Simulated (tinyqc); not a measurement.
Worked calculation: RHF in the sto-3g basis, for NH3, spin multiplicity 1. One step of it, computed by the program tinyqc.

Task: Orthogonalisation. S = U s U^T; symmetric (Loewdin) form X = U s^(-1/2) U^T, so that X^T S X = 1.

overlap S, order 1N 1s, 1N 2s, 1N 2px, 1N 2py, 1N 2pz, 2H 1s, 3H 1s, 4H 1s:
```
[[1.000000, 0.235038, 0.000000, 0.000000, 0.000000, 0.038718, 0.038696, 0.038696],
 [0.235038, 1.000000, 0.000000, 0.000000, 0.000000, 0.392389, 0.392254, 0.392254],
 [0.000000, 0.000000, 1.000000, 0.000000, 0.000000, 0.370833, -0.185331, -0.185331],
 [0.000000, 0.000000, 0.000000, 1.000000, 0.000000, 0.000000, 0.321093, -0.321093],
 [0.000000, 0.000000, 0.000000, 0.000000, 1.000000, -0.054014, -0.053989, -0.053989],
 [0.038718, 0.392389, 0.370833, 0.000000, -0.054014, 1.000000, 0.112797, 0.112797],
 [0.038696, 0.392254, -0.185331, 0.321093, -0.053989, 0.112797, 1.000000, 0.112717],
 [0.038696, 0.392254, -0.185331, -0.321093, -0.053989, 0.112797, 0.112717, 1.000000]]
```

Give: eigenvalues of S; X.

Result:

eigenvalues of S: [0.3868, 0.4860, 0.4861, 0.9597, 1.0228, 1.4012, 1.4012, 1.8562]

X, order 1N 1s, 1N 2s, 1N 2px, 1N 2py, 1N 2pz, 2H 1s, 3H 1s, 4H 1s:
```
[[1.0243, -0.1445, 0.0000, 0.0000, 0.0030, 0.0200, 0.0200, 0.0200],
 [-0.1445, 1.2395, 0.0001, 0.0000, -0.0293, -0.2325, -0.2324, -0.2324],
 [0.0000, 0.0001, 1.1033, 0.0000, 0.0000, -0.2389, 0.1194, 0.1194],
 [0.0000, 0.0000, 0.0000, 1.1033, 0.0000, 0.0000, -0.2069, 0.2069],
 [0.0030, -0.0293, 0.0000, 0.0000, 1.0039, 0.0314, 0.0314, 0.0314],
 [0.0200, -0.2325, -0.2389, 0.0000, 0.0314, 1.1452, -0.0308, -0.0308],
 [0.0200, -0.2324, 0.1194, -0.2069, 0.0314, -0.0308, 1.1451, -0.0307],
 [0.0200, -0.2324, 0.1194, 0.2069, 0.0314, -0.0308, -0.0307, 1.1451]]
```
